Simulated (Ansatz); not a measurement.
1T (CdI2-type) SnSe2 was calculated with PBEsol (Ansatz, a first-principles code, PAW).

Total energies, extrapolated to zero smearing (they compare only within this program, potentials and cutoff):

```tsv
system	energy (eV/atom)
1T (CdI2-type) SnSe2, relaxed	-5599.7413
white tin (β-Sn)	-5949.7826
trigonal Se	-5424.2077
```

Work out the formation enthalpy per atom.

ΔH_f ≈ ΔE = -5599.7413 − [1 × (-5949.7826) + 2 × (-5424.2077)]/3 = -0.342 eV/atom (0 K, no vibrations). The reference value is -0.43 eV/atom (measured, 298 K, no zero-point or thermal correction; as tabulated in Zhang et al. (2018), doi:10.1038/s41524-018-0065-z), a difference of +0.088 eV/atom.

Spin–orbit coupling is left out; its size isn't shown.

The PAW data were made under PBE.

Note: the cell comes from a level without a dispersion term, which matters for the spacing of layers, chains or molecules.
